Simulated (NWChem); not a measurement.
Species: hydrogen chloride (HCl); SMILES Cl

Program: NWChem. Geometry: optimised at PBE0/def2-SVP.

Q: Predict the results for LDA (Slater exchange, VWN5)/def2-TZVPD. Quantities: highest occupied level (eV); orbital gap (eV); dipole (D).

A: 
```
Property                     Result
---------------------------  ------
highest occupied level (eV)   -8.14
orbital gap (eV)               7.05
dipole (D)                     1.12
```
